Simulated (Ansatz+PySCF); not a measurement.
Two shapes of doublet C2H2(+).

Shape 1:

```xyz
4

C     0.0000    0.0000   -0.6217
C     0.0000    0.0000    0.6217
H     0.0000    0.0000    1.6513
H     0.0000    0.0000   -1.6513
```

Shape 2:

```xyz
4

C     0.0000    0.0000   -0.6217
C     0.0000    0.0000    0.6217
H     0.0000    0.0000    1.6813
H     0.0000    0.0000   -1.6813
```

Basis set: cc-pVTZ (spherical functions). Correlated methods keep 2 orbitals frozen. Correlation on ROHF uses semicanonical orbitals with singles. Charge 1, multiplicity 2.

Computed with Ansatz (development build ahead of 0.2.0) and PySCF 2.14.0; each method stands on the lowest determinant of its kind that the runs found.

Question: Which shape is lower in energy, and by how much in each method?

Answer:

```
      method  E(2) − E(1) (eV)
        ROHF            -0.064
         UHF            -0.065
ROHF-CCSD(T)            -0.085
```

Shape 2 is lower.
